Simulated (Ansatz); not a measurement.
Bulk modulus (GPa) of solids drawn from the class of silicides and borides, at two levels: LDA (Ansatz, a quantum-chemistry and plane-wave program, PAW), and PBEsol (PAW; Ansatz).

```tsv
solid	LDA	PBEsol
AlB2-type MgB₂	155	147
C11b MoSi₂	225	?
CaB6-type CaB₆	159	152
B20 (FeSi-type) MnSi	227	220
A15 Mo₃Si	279	268
antifluorite Mg₂Si	59.0	56.0
C11b WSi₂	238	231
CaB6-type LaB₆	189	180
AlB2-type HfB₂	274	?
AlB2-type ZrB₂	261	250
```

Question: Estimate the withheld PBEsol values from the other rows.

Answer: One way: carry over the typical ratio. The ratios PBEsol / LDA of the other rows, in order: 0.948, 0.949, 0.952, 0.956, 0.958, 0.961, 0.969, 0.971; median 0.9570. C11b MoSi₂: 225 × 0.9570 = 215 GPa; the run gives 219 GPa. AlB2-type HfB₂: 274 × 0.9570 = 262 GPa; the run gives 261 GPa. The ratios spread from 0.948 to 0.971, so such an estimate is rough. C11b MoSi₂ lies outside that spread.

Over all 10 rows PBEsol is the larger in 0.

Ansatz's runs of these crystals have no spin polarisation, but for B20 (FeSi-type) MnSi.

Density-functional runs with spin start from parallel moments for B20 (FeSi-type) MnSi.

Spin–orbit coupling is left out, also for the solids with elements from indium on (C11b WSi2, CaB6-type LaB6, AlB2-type HfB2); its size isn't shown.

Each level is taken at its own relaxed cell. Caveats: the gap of the solid is closed in this run (CaB6-type CaB6). Ansatz's density-functional and Hartree–Fock values are scalar-relativistic unless marked +SOC, with PAW data made under PBE.
